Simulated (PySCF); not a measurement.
Ketene, C₂H₂O, SMILES C=C=O, point group C2v.

Force field and properties: PBE0/pcSseg-2 (PySCF, grid level 2). Vibrational terms come from second-order perturbation theory with semi-diagonal cubic constants, by steps of ±0.6 along the normal coordinates of each isotopologue. The parent has the commonest isotopes.

Equilibrium geometry (Å):

```csv
atom,x,y,z
C1,-0.5298,0.0365,-0.1827
C2,0.7653,-0.0461,-0.0335
O3,1.9115,-0.1191,0.0986
H4,-1.0409,-0.6887,-0.7967
H5,-1.0717,0.8288,0.3100
```

(1) Give the equilibrium and ground-state rotational constants (MHz) of parent; ²H at 4; ¹³C at 2; ²H at 4, ²H at 5; ¹⁸O at 3; ¹³C at 1.

(2) How is the parent's vibrational correction B0 − Be made up?

(3) And its quartic centrifugal distortion constants from the harmonic force field?

Results:

(1) 
```tsv
species	Ae	Be	Ce	A0	B0	C0	Δ0 (u Å²)	harmonic ZPE (cm⁻¹)
parent	284240	10390	10024	283050	10371	9988.4	0.079	6964
²H at 4	195290	9730.6	9268.7	194920	9713.3	9235.6	0.099	6358
¹³C at 2	284240	10390	10024	283030	10371	9988.6	0.079	6915
²H at 4, ²H at 5	142230	9193.1	8635	141900	9179.2	8605.1	0.112	5745
¹⁸O at 3	284240	9853.4	9523.3	283040	9834.6	9490.2	0.079	6930
¹³C at 1	284240	10056	9712.3	283030	10037	9678.2	0.079	6928
```

Δ0 = Ic − Ia − Ib from the ground-state constants.

(2) 
```csv
axis,harmonic,Coriolis,cubic,total (MHz)
a,3810,-2450,-2560,-1190
b,21.8,-4.75,-37.1,-20
c,8.02,-6.02,-37.7,-35.7
```

(3) Asymmetric top, A reduction, Ir representation: ΔJ = 3.16 kHz, ΔJK = 512 kHz, ΔK = 21800 kHz, δJ = 0.125 kHz, δK = 284 kHz.
